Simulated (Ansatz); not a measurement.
# AlClH2N: composite energy at a relaxed geometry, by script

The task is a composite energy at a relaxed geometry, for AlClH2N.

Program: Ansatz 0.2.0 through its Python package. The levels of theory stand in the script. These are calculated values, not measurements.

### 1 The structure

Bond lengths: N1–Al2 1.854 Å, Al2–Cl3 2.188 Å, N1–H4 1.096 Å, N1–H5 1.047 Å. Angles: N1–Al2–Cl3 118.3°, Al2–N1–H4 106.3°, Al2–N1–H5 111.5°, H4–N1–H5 103.3°.

alclh2n.xyz, read by the script:

```xyz
5

N    -0.87950    0.27920   -0.25200
Al    0.20800   -0.46340    1.05320
Cl    2.05650   -1.45110    0.42620
H    -0.88820    1.35910   -0.06640
H    -0.44690    0.20250   -1.20240
```

### 2 The code

File alclh2n.py:

```python
# -*- coding: utf-8 -*-
import itertools

import ansatz
from ase.data import atomic_numbers, covalent_radii
import numpy as np

molecule = ansatz.Crystal.molecule_from_extxyz('alclh2n.xyz')

model = (
    molecule.calculation()
    .basis(gaussian='def2-SVP')
    .functional('b3lyp')
    .spin('collinear', total=1)
)
symbols = [site.symbol for site in molecule.cartesian_sites]
start = np.array([site.position_ang for site in molecule.cartesian_sites], dtype=float)
data = model.relax(force_tolerance=0.01).run(threads=1).report
end = np.array(data['positions_ang'])
radius = [covalent_radii[atomic_numbers[s]] for s in symbols]
span = lambda where, i, j: np.linalg.norm(where[i] - where[j])
bonded = [(i, j) for i, j in itertools.combinations(range(len(symbols)), 2) if min(span(start, i, j), span(end, i, j)) < 1.2 * (radius[i] + radius[j])]
print('pair        before    after (A)')
for i, j in bonded:
    print(f'{symbols[i]}{i}-{symbols[j]}{j}'.ljust(10), f'{span(start, i, j):8.4f} {span(end, i, j):8.4f}')

minimum = ansatz.Crystal.molecule()
for symbol, place in zip(symbols, end):
    minimum = minimum.atom(symbol, place.tolist())
at_minimum = minimum.calculation().spin('collinear', total=1)
level = lambda method, basis: at_minimum.basis(gaussian=basis).correlation(method).run(threads=1).report
small, large, cluster = level('mp2', 'cc-pVDZ'), level('mp2', 'cc-pVTZ'), level('ccsd_t', 'cc-pVDZ')
corr = lambda each: (each['free_energy_ev'] - each['reference_energy_ev']) / 27.211386246
mp2_limit = (27 * corr(large) - 8 * corr(small)) / 19
pieces = {'HF / cc-pVTZ': large['reference_energy_ev'] / 27.211386246, 'MP2 correlation, DZ-TZ limit': mp2_limit, 'CCSD(T) - MP2 / cc-pVDZ': corr(cluster) - corr(small)}
for name, value in pieces.items():
    print(f'{name:32s} {value:14.6f} Ha')
print(f'{"sum":32s} {sum(pieces.values()):14.6f} Ha')
print('T1 diagnostic', round(cluster['correlation']['coupled_cluster']['t1_diagnostic'], 4))
```

### 3 The calls as engine input

The engine receives this input (first run):

```yaml
crystal:
  periodic: [false, false, false]
  atoms:
    - { symbol: "N", position_ang: [-0.8795, 0.2792, -0.252] }
    - { symbol: Al, position_ang: [0.208, -0.4634, 1.0532] }
    - { symbol: Cl, position_ang: [2.0565, -1.4511, 0.4262] }
    - { symbol: H, position_ang: [-0.8882, 1.3591, -0.0664] }
    - { symbol: H, position_ang: [-0.4469, 0.2025, -1.2024] }
basis:
  gaussian:
    orbitals: def2-SVP
hamiltonian:
  xc: b3lyp
magnetization:
  spin_polarized: true
  initial_magnetization: 1.0
relax:
  f_tol: 0.01
```

### 4 The run

On the command line:

```console
python alclh2n.py
```

Log:

```text
pair        before    after (A)
N0-Al1       1.8541   1.7767
N0-H3        1.0958   1.0159
N0-H4        1.0470   1.0181
Al1-Cl2      2.1876   2.1341
HF / cc-pVTZ                        -757.171634 Ha
MP2 correlation, DZ-TZ limit          -0.502843 Ha
CCSD(T) - MP2 / cc-pVDZ               -0.034956 Ha
sum                                 -757.709433 Ha
T1 diagnostic 0.0147
```

Run time: 33 s. Hardware: 1 thread of Arm Neoverse V2, shared host; peak memory 0.3 GiB.

Lines on the test bed's own set-up are left out of the output.

A comment line of the script is reworded here; the code is as run.

### 5 How the relaxation of run 0 went

Relaxation path:

| step | E - E(step 1) (eV) | largest force component (eV/Å) |
| --- | --- | --- |
| 1 | 0.0000 | 2.2869 |
| 2 | -0.1729 | 1.4316 |
| 3 | -0.2949 | 0.9786 |
| 4 | -0.3587 | 0.3046 |
| 5 | -0.3675 | 0.4321 |
| 6 | -0.3887 | 0.2463 |
| 7 | -0.3949 | 0.1032 |
| 8 | -0.3955 | 0.0101 |
| 9 | -0.3956 | 0.0032 |

Step 1 is the start.

Before: Bond lengths: N1–Al2 1.854 Å, Al2–Cl3 2.188 Å, N1–H4 1.096 Å, N1–H5 1.047 Å. Angles: N1–Al2–Cl3 118.3°, Al2–N1–H4 106.3°, Al2–N1–H5 111.5°, H4–N1–H5 103.3°.

After: Bond lengths: N1–Al2 1.777 Å, Al2–Cl3 2.134 Å, N1–H4 1.016 Å, N1–H5 1.018 Å. Angles: N1–Al2–Cl3 117.3°, Al2–N1–H4 124.8°, Al2–N1–H5 124.7°, H4–N1–H5 110.4°.

Run 0 is this relaxation; the runs after it count from 1.

### 6 The engine's runs

From the records of these 3 runs:

| run | basis | method | energy (eV) | <S²> | iterations in all | CPU time (s) |
| --- | --- | --- | --- | --- | --- | --- |
| 1 | cc-pVDZ | mp2 | -20611.7779 | 0.75 | 12 | 0.6 |
| 2 | cc-pVTZ | mp2 | -20616.1419 | 0.75 | 12 | 2 |
| 3 | cc-pVDZ | ccsd_t | -20612.7291 | 0.75 | 83 | 4.8 |

### 7 Results

```
        quantity           value
   T1 diagnostic          0.0147
composite energy  -757.709433 Ha
   runs compared               3
```

What this shows: In CPU time, run 3 cost about 8 times as much as run 1. A T1 diagnostic under about 0.02 supports a single-reference treatment, as here. Run 0: After 8 moves the largest shift is 0.475 Å, of atom 4 (H). What to keep in mind:
- The sum leaves out core correlation, relativity, the Hartree-Fock basis error and zero-point energy; a DZ-TZ extrapolation is rough.
- The species is open-shell (spin multiplicity 2).
- b3lyp holds the VWN-RPA fit, as in Gaussian; the form of ORCA and Turbomole is b3lyp5.
- Inner cores stay frozen, so this is valence correlation.
- For Al to Cl the sets with a tight d function, cc-pV(X+d)Z, are usual.
